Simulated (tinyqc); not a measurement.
Worked calculation: UHF in the sto-3g basis, for OH+, spin multiplicity 3. One step of it, computed by the program tinyqc.

Problem. Iteration 1: building the Fock matrix. J_ij = sum D_kl (ij|kl) with D = D(alpha) + D(beta), K_ij = sum D_kl (ik|jl) for each spin; F = H + J - K(s); E = tr D H + tr D J / 2 - 0.5 sum_s tr D(s) K(s) + E_nn.

D(alpha) at the start, order 1O 1s, 1O 2s, 1O 2px, 1O 2py, 1O 2pz, 2H 1s:
```
[[1.059540, -0.251721, 0.000000, 0.000000, -0.001100, 0.007429],
 [-0.251721, 1.064164, 0.000000, 0.000000, 0.005672, -0.030477],
 [0.000000, 0.000000, 1.000000, 0.000000, 0.000000, 0.000000],
 [0.000000, 0.000000, 0.000000, 1.000000, 0.000000, 0.000000],
 [-0.001100, 0.005672, 0.000000, 0.000000, 1.006500, -0.041949],
 [0.007429, -0.030477, 0.000000, 0.000000, -0.041949, 0.002608]]
```

D(beta) at the start, order 1O 1s, 1O 2s, 1O 2px, 1O 2py, 1O 2pz, 2H 1s:
```
[[1.059540, -0.251721, 0.000000, 0.000000, -0.001100, 0.007429],
 [-0.251721, 1.064164, 0.000000, 0.000000, 0.005672, -0.030477],
 [0.000000, 0.000000, 0.000000, 0.000000, 0.000000, 0.000000],
 [0.000000, 0.000000, 0.000000, 0.000000, 0.000000, 0.000000],
 [-0.001100, 0.005672, 0.000000, 0.000000, 1.006500, -0.041949],
 [0.007429, -0.030477, 0.000000, 0.000000, -0.041949, 0.002608]]
```

core Hamiltonian H = T + V (hartree), order 1O 1s, 1O 2s, 1O 2px, 1O 2py, 1O 2pz, 2H 1s:
```
[[-31.891588, -7.416499, 0.000000, 0.000000, -0.003878, -0.192758],
 [-7.416499, -8.520122, 0.000000, 0.000000, -0.048957, -0.558661],
 [0.000000, 0.000000, -6.720787, 0.000000, 0.000000, 0.000000],
 [0.000000, 0.000000, 0.000000, -6.720787, 0.000000, 0.000000],
 [-0.003878, -0.048957, 0.000000, 0.000000, -6.739586, -0.496596],
 [-0.192758, -0.558661, 0.000000, 0.000000, -0.496596, -2.675955]]
```

Two-electron integrals (ij|kl) in chemists' order, unique and non-zero (hartree):
```
(11|11) 4.785065   (21|11) 0.741380   (21|21) 0.136873   (22|11) 1.118947
(22|21) 0.256633   (22|22) 0.817206   (31|31) 0.024477   (32|31) 0.037809
(32|32) 0.180518   (33|11) 1.115814   (33|21) 0.256684   (33|22) 0.817023
(33|33) 0.880159   (41|41) 0.024477   (42|41) 0.037809   (42|42) 0.180518
(43|43) 0.047444   (44|11) 1.115814   (44|21) 0.256684   (44|22) 0.817023
(44|33) 0.785270   (44|44) 0.880159   (51|51) 0.024477   (52|51) 0.037809
(52|52) 0.180518   (53|53) 0.047444   (54|54) 0.047444   (55|11) 1.115814
(55|21) 0.256684   (55|22) 0.817023   (55|33) 0.785270   (55|44) 0.785270
(55|55) 0.880159   (61|11) 0.019297   (61|21) 0.003536   (61|22) 0.006603
(61|33) 0.006594   (61|44) 0.006594   (61|51) 0.000159   (61|52) 0.000300
(61|55) 0.006623   (61|61) 0.000092   (62|11) 0.062164   (62|21) 0.014504
(62|22) 0.053333   (62|33) 0.052438   (62|44) 0.052438   (62|51) 0.001078
(62|52) 0.009295   (62|55) 0.055068   (62|61) 0.000383   (62|62) 0.005007
(63|31) 0.001313   (63|32) 0.008375   (63|53) 0.001848   (63|63) 0.000631
(64|41) 0.001313   (64|42) 0.008375   (64|54) 0.001848   (64|64) 0.000631
(65|11) 0.054472   (65|21) 0.012845   (65|22) 0.050398   (65|33) 0.048484
(65|44) 0.048484   (65|51) 0.002017   (65|52) 0.015542   (65|55) 0.054170
(65|61) 0.000348   (65|62) 0.005726   (65|65) 0.007073   (66|11) 0.276162
(66|21) 0.065363   (66|22) 0.275680   (66|33) 0.269761   (66|44) 0.269761
(66|51) 0.003850   (66|52) 0.048060   (66|55) 0.287458   (66|61) 0.001718
(66|62) 0.037296   (66|65) 0.049574   (66|66) 0.774606
```

nuclear repulsion = 2.21066198 hartree

Give: Coulomb J; exchange K(alpha); exchange K(beta); F(alpha); F(beta); total energy of this density.

Solution.

Coulomb J (hartree), order 1O 1s, 1O 2s, 1O 2px, 1O 2py, 1O 2pz, 2H 1s:
```
[[16.2380, 3.0060, 0.0000, 0.0000, 0.0003, 0.0778],
 [3.0060, 7.1174, 0.0000, 0.0000, 0.0004, 0.4452],
 [0.0000, 0.0000, 7.0782, 0.0000, 0.0000, 0.0000],
 [0.0000, 0.0000, 0.0000, 7.0782, 0.0000, 0.0000],
 [0.0003, 0.0004, 0.0000, 0.0000, 7.1731, 0.4145],
 [0.0778, 0.4452, 0.0000, 0.0000, 0.4145, 2.2166]]
```

exchange K(alpha) (hartree), order 1O 1s, 1O 2s, 1O 2px, 1O 2py, 1O 2pz, 2H 1s:
```
[[4.9160, 0.8560, 0.0000, 0.0000, 0.0001, 0.0239],
 [0.8560, 1.4244, 0.0000, 0.0000, 0.0007, 0.0777],
 [0.0000, 0.0000, 1.1737, 0.0000, 0.0000, 0.0000],
 [0.0000, 0.0000, 0.0000, 1.1737, 0.0000, 0.0000],
 [0.0001, 0.0007, 0.0000, 0.0000, 1.1743, 0.0545],
 [0.0239, 0.0777, 0.0000, 0.0000, 0.0545, 0.0093]]
```

exchange K(beta) (hartree), order 1O 1s, 1O 2s, 1O 2px, 1O 2py, 1O 2pz, 2H 1s:
```
[[4.8671, 0.7803, 0.0000, 0.0000, 0.0001, 0.0213],
 [0.7803, 1.0634, 0.0000, 0.0000, 0.0007, 0.0609],
 [0.0000, 0.0000, 0.2461, 0.0000, 0.0000, 0.0000],
 [0.0000, 0.0000, 0.0000, 0.2461, 0.0000, 0.0000],
 [0.0001, 0.0007, 0.0000, 0.0000, 1.0794, 0.0508],
 [0.0213, 0.0609, 0.0000, 0.0000, 0.0508, 0.0080]]
```

F(alpha) (hartree), order 1O 1s, 1O 2s, 1O 2px, 1O 2py, 1O 2pz, 2H 1s:
```
[[-20.5696, -5.2664, 0.0000, 0.0000, -0.0036, -0.1388],
 [-5.2664, -2.8271, 0.0000, 0.0000, -0.0492, -0.1911],
 [0.0000, 0.0000, -0.8163, 0.0000, 0.0000, 0.0000],
 [0.0000, 0.0000, 0.0000, -0.8163, 0.0000, 0.0000],
 [-0.0036, -0.0492, 0.0000, 0.0000, -0.7408, -0.1366],
 [-0.1388, -0.1911, 0.0000, 0.0000, -0.1366, -0.4686]]
```

F(beta) (hartree), order 1O 1s, 1O 2s, 1O 2px, 1O 2py, 1O 2pz, 2H 1s:
```
[[-20.5207, -5.1908, 0.0000, 0.0000, -0.0036, -0.1362],
 [-5.1908, -2.4661, 0.0000, 0.0000, -0.0492, -0.1744],
 [0.0000, 0.0000, 0.1113, 0.0000, 0.0000, 0.0000],
 [0.0000, 0.0000, 0.0000, 0.1113, 0.0000, 0.0000],
 [-0.0036, -0.0492, 0.0000, 0.0000, -0.6459, -0.1329],
 [-0.1362, -0.1744, 0.0000, 0.0000, -0.1329, -0.4674]]
```

total energy of this density = -73.799653 hartree
